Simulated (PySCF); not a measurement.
Problem. Write Cartesian coordinates for `CC(C)(F)CF` as optimised with GFN2-xTB.

Solution. 
```xyz
14
C4H8F2 angstrom
C      1.380   -0.457    0.126
C     -0.071   -0.037   -0.067
C     -1.048   -0.973    0.631
F     -0.353   -0.057   -1.434
C     -0.289    1.421    0.364
F      0.004    1.571    1.693
H      1.514   -1.488   -0.190
H      2.034    0.177   -0.468
H      1.648   -0.364    1.174
H     -0.913   -0.901    1.707
H     -0.875   -1.998    0.315
H     -2.070   -0.700    0.380
H      0.370    2.090   -0.197
H     -1.333    1.716    0.223
```

Any rigid rotation of these coordinates is as good. Atoms count from 1 in this order. Of the pairs four or more bonds apart, F6···H9 is among the closest relative to their van der Waals radii: 2.59 Å, 97 % of the sum of Bondi's values. The 2 C–F bonds span 1.369 Å (C5–F6, drawn single) to 1.396 Å (C2–F4, drawn single), a spread of 0.027 Å.

Bonds between heavy atoms (Å): C1–C2 1.523, C2–C3 1.523, C2–F4 1.396, C2–C5 1.536, C5–F6 1.369.

Structure optimised with GFN2-xTB, isolated species.

Not checked by GFN2-xTB frequencies. The numbers are those of one conformer (C1–C2–C5–F6 -61°).

These are computed values.
